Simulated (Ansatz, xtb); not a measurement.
## Relative energy of two isomers of C4H4FN

Structure a is `C/C=C(\F)C#N`, a singlet and structure b is `C/C(F)=C\C#N`, a singlet. Both are isolated molecules in the gas phase, relaxed with B3LYP/def2-SVP.

Quicker runs give these differences E(b) − E(a): GFN2-xTB −0.303 eV; HF/STO-3G −0.213 eV (at GFN2-xTB geometries); r2SCAN-D4/def2-SVP −0.342 eV (at GFN2-xTB geometries).

**Question.** Estimate E(b) − E(a) at the level CCSD(T)/def2-SVP + ΔMP2/def2-TZVPP.

**Answer.** Calculated at CCSD(T)/def2-SVP + ΔMP2/def2-TZVPP: E(b) − E(a) = −0.308 eV, so structure b lies lower.

How the difference moves with the method:

```tsv
level	geometry	E(b) − E(a) (eV)	departure from the last row (eV)	job, with rough time for the two
GFN2-xTB	GFN2-xTB	−0.303	+0.006	optimisation, 0.12 s
HF/STO-3G	GFN2-xTB	−0.213	+0.095	single point, 0.34 s
r2SCAN-D4/def2-SVP	GFN2-xTB	−0.342	−0.033	single point, 2.9 s
B3LYP/def2-SVP	B3LYP/def2-SVP	−0.311	−0.002	optimisation, 26 s
HF/def2-SVP	B3LYP/def2-SVP	−0.348	−0.040	part of the CCSD(T) run
MP2/def2-SVP	B3LYP/def2-SVP	−0.296	+0.012	part of the CCSD(T) run
CCSD(T)/def2-SVP	B3LYP/def2-SVP	−0.269	+0.039	single point
CCSD(T)/def2-SVP + ΔMP2/def2-TZVPP	B3LYP/def2-SVP	−0.308		single point, 34 s
```

As drawn, both hold the same kinds of bond in the same numbers.

The levels shown agree on the order. The largest departure from CCSD(T)/def2-SVP + ΔMP2/def2-TZVPP is that of HF/STO-3G, 0.095 eV. The last row adds to CCSD(T) the change of the MP2 difference between the two basis sets, here −0.039 eV.

With harmonic frequencies from B3LYP/def2-SVP (ideal gas, rigid rotor, one conformer each, 298.15 K, 1 atm): the zero-point term adds +0.004 eV; ΔH is −0.308 and ΔG −0.299 eV.

The correlated steps freeze 6 core orbitals. Codes used: Ansatz 0.2.0, xtb 6.7.1; the last row on 2 threads of Intel(R) Xeon(R) Platinum 8488C (Sapphire Rapids) on a shared host.
